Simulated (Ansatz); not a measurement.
Task: a saddle search for pyramidal inversion of C2H5N, SMILES C1CN1, with Ansatz's Python interface. Give the script and its output. Settings (for the species named): Hartree-Fock, cc-pVDZ basis, multiplicity 1.

| atom | x (Å) | y (Å) | z (Å) |
| --- | --- | --- | --- |
| C | 0.7938 | -0.0677 | 0.0252 |
| C | -0.6600 | -0.4470 | -0.0048 |
| N | -0.2018 | 0.8185 | -0.5670 |
| H | 1.2319 | 0.2479 | 0.9633 |
| H | 1.4648 | -0.5582 | -0.6689 |
| H | -0.9787 | -1.1956 | -0.7193 |
| H | -1.2322 | -0.3949 | 0.9124 |
| H | -0.4178 | 1.5969 | 0.0589 |

`ts_c2h5n.py`
```python
'''Inversion barrier of C2H5N: minimum and transition state.'''

import warnings

import ansatz as az
import numpy as np


def main() -> None:
    warnings.simplefilter('ignore', az.DeckWarning)

    c2h5n = (
        az.Crystal.molecule()
        .atom('C', (0.7938, -0.0677, 0.0252))
        .atom('C', (-0.66, -0.447, -0.0048))
        .atom('N', (-0.2018, 0.8185, -0.567))
        .atom('H', (1.2319, 0.2479, 0.9633))
        .atom('H', (1.4648, -0.5582, -0.6689))
        .atom('H', (-0.9787, -1.1956, -0.7193))
        .atom('H', (-1.2322, -0.3949, 0.9124))
        .atom('H', (-0.4178, 1.5969, 0.0589))
    )

    calculation = (
        c2h5n.calculation()
        .basis(gaussian='cc-pVDZ')
        .functional('HF')
    )
    symbols = [site.symbol for site in c2h5n.cartesian_sites]
    start = np.array([site.position_ang for site in c2h5n.cartesian_sites], dtype=float)
    data = calculation.relax(force_tolerance=0.005, max_steps=100).run(threads=1).report
    end = np.array(data['positions_ang'])

    # start with the apex atom pushed most of the way into the plane of its neighbours
    a, b, d = end[[0, 1, 7]]
    normal = np.cross(b - a, d - a)
    normal /= np.linalg.norm(normal)
    flat = end.copy()
    flat[2] -= 0.8 * ((end[2] - a) @ normal) * normal
    guess = np.zeros_like(flat)
    guess[2] = normal
    near = az.Crystal.molecule()
    for symbol, place in zip(symbols, flat):
        near = near.atom(symbol, place.tolist())
    search = (
        near.calculation()
        .basis(gaussian='cc-pVDZ')
        .functional('HF')
        .saddle(mode_guess=guess.tolist(), force_tolerance=0.01, max_steps=40)
    )
    steps = []
    top = search.session().plan().execute(on_event=lambda e: steps.append(e['data']) if e['event'] == 'saddle_step' else None).report
    for s in steps:
        print(f'step {s["step"]:2d}  E = {s["lagrangian_ev"]:.5f} eV  force {s["allowed_force_max_ev_ang"]:.4f} eV/A  curvature {s["curvature_ev_ang2"]:.3f} eV/A^2')
    print(f'minimum {data["free_energy_ev"]:.5f} eV, saddle {top["free_energy_ev"]:.5f} eV')
    print(f'electronic barrier {96.485332 * (top["free_energy_ev"] - data["free_energy_ev"]):.2f} kJ/mol')
    saddle = np.array(top['positions_ang'])
    print('final positions (A) and the move of each atom')
    for symbol, xyz, old in zip(symbols, saddle, end):
        print(f'{symbol:2s} {xyz[0]:10.5f} {xyz[1]:10.5f} {xyz[2]:10.5f}   {np.linalg.norm(xyz - old):7.4f}')


if __name__ == '__main__':
    main()
```

Running `python ts_c2h5n.py` prints:
```text
step  1  E = -3617.02094 eV  force 16.1957 eV/A  curvature -38.006 eV/A^2
step  2  E = -3618.89887 eV  force 6.1357 eV/A  curvature -20.399 eV/A^2
step  3  E = -3619.52209 eV  force 1.6129 eV/A  curvature -8.055 eV/A^2
step  4  E = -3619.61917 eV  force 1.0778 eV/A  curvature -7.222 eV/A^2
step  5  E = -3619.63843 eV  force 0.4419 eV/A  curvature -8.998 eV/A^2
step  6  E = -3619.64489 eV  force 0.1492 eV/A  curvature -10.150 eV/A^2
step  7  E = -3619.64511 eV  force 0.0683 eV/A  curvature -10.358 eV/A^2
step  8  E = -3619.64518 eV  force 0.0283 eV/A  curvature -10.435 eV/A^2
step  9  E = -3619.64520 eV  force 0.0094 eV/A  curvature -10.480 eV/A^2
step 10  E = -3619.64520 eV  force 0.0007 eV/A  curvature -10.502 eV/A^2
minimum -3620.50279 eV, saddle -3619.64520 eV
electronic barrier 82.74 kJ/mol
final positions (A) and the move of each atom
C     0.79686   -0.06223    0.13283    0.1077
C    -0.66947   -0.44474    0.10258    0.1077
N    -0.21972    0.85289   -0.13423    0.4500
H     1.30067   -0.02803    1.09843    0.2864
H     1.43435   -0.39959   -0.68397    0.1359
H    -1.02898   -1.04219   -0.73480    0.1359
H    -1.16270   -0.67063    1.04760    0.2864
H    -0.45948    1.78884   -0.34734    0.4262
```

What to keep in mind:
- Total energies depend on the basis set; only differences at equal settings carry meaning.
- The energies are electronic: no zero-point or thermal terms, and the basis set is short of its limit. No separate frequency run checks the order of the saddle point.
- Wall time of the script: 43 s on 1 thread of INTEL(R) XEON(R) PLATINUM 8581C CPU @ 2.30GHz (Emerald Rapids) (shared host), peak memory 0.2 GiB.
